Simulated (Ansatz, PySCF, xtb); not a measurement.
Protons, H atoms and electrons added to or taken from Cl[SiH3]. Gas-phase values, no solvent. Strings in code marks are SMILES.

Quantity: bond dissociation enthalpy (X–H) at 298 K, in kcal/mol. HF references are unrestricted for open shells and restricted for singlets. Enthalpy corrections at 298 K come from GFN2-xTB frequencies (xtb).

Level 1: frozen-core MP2/cc-pVTZ // r2SCAN-D4/def2-TZVP (Ansatz, a first-principles code)
Level 2: M06-2X/6-31G* // r2SCAN-D4/def2-TZVP (PySCF)
Level 3: PBE/6-31G* // r2SCAN-D4/def2-TZVP (PySCF)
Level 4: HF/6-31G* // r2SCAN-D4/def2-TZVP (PySCF)

| species | level 1 | level 2 | level 3 | level 4 |
|---|---|---|---|---|
| H atom removed from Si1: `[SiH2]Cl` | 88.5 | 88.9 | 86.0 | 72.4 |
